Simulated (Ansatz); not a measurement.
Reaction (SMILES): [SH] (SH) → H atom + S atom
B3LYP-D3(BJ)/def2-TZVP geometries, fixed; electronic energies without zero-point terms.

Basis-set convergence of the atomisation energy at B2PLYP with Ansatz (an electronic-structure program). Cartesian d functions, on some or all atoms, in 6-31G*, 6-31G**, 6-311G**; all else is spherical. Cores are frozen. Open shells are unrestricted. No added dispersion term, no relativity. Functions are those of the species that has most. Reference: the value in aug-cc-pV(5+d)Z, 87.40 kcal/mol, itself unsure by roughly 0.14 kcal/mol (its mean distance from pcseg-4, aug-pcseg-3, aug-cc-pV(Q+d)Z). Deviations are taken from unrounded values.

```tsv
basis	functions	atomisation energy (kcal/mol)	minus reference (kcal/mol)
STO-3G	10	95.66	8.26
6-31G	15	69.39	-18.01
pcseg-0	15	67.63	-19.77
6-31G*	21	79.69	-7.70
def2-SVP	23	83.25	-4.15
6-31G**	24	83.25	-4.14
6-311G**	33	83.80	-3.59
def2-SVPD	35	84.70	-2.69
aug-cc-pV(D+d)Z	41	84.75	-2.64
6-311++G(2d,2p)	45	85.24	-2.15
pcseg-2	48	86.13	-1.27
cc-pV(T+d)Z	53	86.34	-1.06
jun-cc-pV(T+d)Z	62	86.61	-0.78
6-311++G(3df,3pd)	65	86.88	-0.51
aug-cc-pV(T+d)Z	78	86.76	-0.63
cc-pV(Q+d)Z	94	87.07	-0.32
pcseg-3	97	87.13	-0.27
pcseg-4	166	87.34	-0.06
```
